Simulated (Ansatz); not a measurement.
A made-up structure of CH2NaO (charge -1), singlet:

```tsv
atom	x (Å)	y (Å)	z (Å)
O1	0.2139	-0.4376	0.9439
C2	0.5483	0.2350	-0.0978
Na3	-0.9478	1.7834	-0.2866
H4	-0.1669	-1.2273	0.5691
H5	0.3524	-0.3535	-1.1285
```

It is relaxed with PBE-D4/def2-SVPD and then PBE0-D4/def2-TZVPD (Ansatz 0.2.0). Atoms count as bonded within 1.22 times the sum of their covalent radii (H–H: 0.88 Å). The end point is not checked to be a true minimum.

Does its bonding change? (A judgement: the text doesn't fix the answer.)

The calculation gives: Yes. Formed: none; broken: O1–Na3.

Where it ends: The first stage lowers the energy by 0.75 eV in 7 steps. It ends as CH₂NaO ([OH][CH][Na]), total charge -1:
| atom | x (Å) | y (Å) | z (Å) |
| --- | --- | --- | --- |
| O1 | 0.2673 | -0.6155 | 0.9485 |
| C2 | 0.4999 | 0.2390 | -0.0984 |
| Na3 | -1.0605 | 2.2015 | -0.4599 |
| H4 | -0.0396 | -1.4794 | 0.6486 |
| H5 | 0.3330 | -0.3456 | -1.0389 |

Labels in which every atom is bracketed show which atoms are joined, not bond orders.

For scale, one of the runs: PBE0-D4/def2-TZVPD relaxation, 130 basis functions, launched by `ansatz run in.yaml --threads 2 --pin off --events-out ev --progress --plain --max-ram 4352MiB`. The run took about 23 s on 2 CPU threads of an Intel Xeon Platinum 8259CL (shared host).
